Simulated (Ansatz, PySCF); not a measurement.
System: C3H7Cl, charge 0, singlet. C3H7Cl (SMILES CCCCl).
B3LYP-D3(BJ)/def2-TZVP minimum from Ansatz (a quantum-chemistry and plane-wave program):
```
C
H 1 1.0920
H 1 1.0920 2 106.81
C 1 1.5158 2 109.09 3 117.79
H 4 1.0883 1 111.73 2 -177.01
H 4 1.0883 5 108.92 1 123.92
C 1 1.5283 2 110.25 3 -119.79
H 7 1.0907 1 110.74 2 58.84
H 7 1.0923 8 107.73 1 -121.98
H 7 1.0923 8 107.73 9 -116.03
Cl 4 1.8082 5 106.18 6 113.97
```

Atomisation energy term by term, kcal/mol (programs: Ansatz). Radicals and triplets start from unrestricted determinants; spin-orbit coupling is neglected. Correlated methods leave the cores frozen. Rows without X2C or -DK are non-relativistic. CBS(X,Y): correlation extrapolated as X^-3, Hartree-Fock from the larger set. A bracket is a step between two methods taken in the basis named. 'core' is core correlation in cc-pwCVTZ (1s frozen past Ne), 'X2C' scalar relativity in cc-pVTZ-DK, both at CCSD(T). Where a partner has so few electrons that a lower coupled-cluster level is exact, that level stands in.

```
term                                                                   basis  kcal/mol
-----------------------  ---------------------------------------------------  --------
Hartree-Fock                                                     cc-pV(Q+d)Z    746.97
CCSD correlation                                CBS(cc-pV(T+d)Z,cc-pV(Q+d)Z)    225.25
(T)                                             CBS(cc-pV(T+d)Z,cc-pV(Q+d)Z)     13.27
CCSDT(Q) - CCSD(T)                                               cc-pV(D+d)Z      0.40
core correlation                                                   cc-pwCVTZ      3.54
scalar relativity                                            X2C, cc-pVTZ-DK     -0.78
minus zero-point energy  harmonic, PySCF's Hessian at B3LYP-D3(BJ)/def2-TZVP    -59.55
sum: D0                                                                          929.1
```
